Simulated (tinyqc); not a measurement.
Inside a calculation (part 2 of 2). Method: RHF in the sto-3g basis, for LiH, spin multiplicity 1. Computed by tinyqc, a small Python program that keeps every step (integrals from PySCF). Command: `OMP_NUM_THREADS=1 python tinyqc.py 22889 22890 out.jsonl` (the two numbers bound the seeds that draw the settings). One thread of a shared host (Intel(R) Xeon(R) Processor @ 2.60GHz), about 0.09 s of CPU time with the checks.

Geometry (angstrom):
```
atom       x       y       z
Li    0.0000  0.0000  0.0000
H     0.0000  0.0000  1.5060
```

## Convergence

Stop when the energy changes by less than 1e-08 hartree and every element of the error matrix X^T (F D S - S D F) X is below 3e-05.

Course of the cycle:
```
iteration  E (hartree)     change  largest element of the error matrix
1            -7.843603          -                             9.42e-02
2            -7.847311  -3.71e-03                             7.66e-02
3            -7.850201  -2.89e-03                             6.21e-02
4            -7.852781  -2.58e-03                             4.91e-02
5            -7.855395  -2.61e-03                             3.85e-02
6            -7.857431  -2.04e-03                             3.00e-02
7            -7.858941  -1.51e-03                             2.39e-02
8            -7.860057  -1.12e-03                             1.97e-02
9            -7.860893  -8.36e-04                             1.74e-02
10           -7.861528  -6.35e-04                             1.53e-02
11           -7.862005  -4.77e-04                             1.34e-02
12           -7.862359  -3.55e-04                             1.16e-02
13           -7.862620  -2.61e-04                             1.02e-02
14           -7.862817  -1.97e-04                             8.80e-03
...                ...        ...                                  ...
41           -7.863377  -7.18e-08                             1.80e-04
42           -7.863377  -5.36e-08                             1.56e-04
43           -7.863377  -4.01e-08                             1.35e-04
44           -7.863377  -2.99e-08                             1.17e-04
45           -7.863377  -2.24e-08                             1.01e-04
46           -7.863377  -1.67e-08                             8.71e-05
47           -7.863377  -1.25e-08                             7.53e-05
48           -7.863377  -9.33e-09                             6.51e-05
49           -7.863377  -6.97e-09                             5.63e-05
50           -7.863377  -5.21e-09                             4.86e-05
51           -7.863377  -3.89e-09                             4.20e-05
52           -7.863377  -2.91e-09                             3.63e-05
53           -7.863377  -2.17e-09                             3.14e-05
54           -7.863377  -1.62e-09                             2.72e-05
```

PySCF RHF in the same basis = -7.863377 hartree

Converged in 54 iterations.

## Populations, bond orders and dipole

D after iteration 54, lower triangle:
```
          1Li 1s  1Li 2s  1Li 2px  1Li 2py  1Li 2pz   2H 1s
1Li 1s    2.0252
1Li 2s   -0.0919  0.4010
1Li 2px   0.0000  0.0000   0.0000
1Li 2py   0.0000  0.0000   0.0000   0.0000
1Li 2pz  -0.1357  0.3116   0.0000   0.0000   0.2442
2H 1s    -0.1759  0.4866   0.0000   0.0000   0.3802  0.5926
```

overlap S, lower triangle:
```
         1Li 1s  1Li 2s  1Li 2px  1Li 2py  1Li 2pz   2H 1s
1Li 1s   1.0000
1Li 2s   0.2411  1.0000
1Li 2px  0.0000  0.0000   1.0000
1Li 2py  0.0000  0.0000   0.0000   1.0000
1Li 2pz  0.0000  0.0000   0.0000   0.0000   1.0000
2H 1s    0.0812  0.4188   0.0000   0.0000   0.5292  1.0000
```

Mulliken: Z minus the diagonal of D S on the atom; Loewdin: the same with S^(1/2) D S^(1/2); Mayer order: 2 sum_s sum (D(s) S)_ij (D(s) S)_ji over the two atoms.

Charges (e):
```
atom  Mulliken  Loewdin
1Li    -0.0167  -0.0131
2H      0.0167   0.0131
```

Mayer bond orders:
```
pair   order
2-1   0.9997
```

dipole moment about the origin, x y z (debye): 0.0000  0.0000  -4.8383
